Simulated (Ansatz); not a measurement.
A run for Ansatz (an electronic-structure program): R-PBE/def2-TZVPP on nitrous oxide (SMILES N#[N+][O-]), atoms moved off the minimum.

Ansatz 0.2 input:
```yaml
crystal:
  periodic: [false, false, false]
  atoms:
    - {symbol: N, position_ang: [0.01650719, 0.02705492, -1.22327057]}
    - {symbol: N, position_ang: [0.06375392, 0.02527164, -0.03900311]}
    - {symbol: O, position_ang: [0.21009138, -0.14753637, 1.18974660]}
basis:
  gaussian:
    orbitals: def2-TZVPP
hamiltonian:
  xc: {name: PBE}
scf: {lower_state_search: off}
output: {forces: true}
```

Problem. Give the final energy of this run.

Solution. -184.5590 hartree.
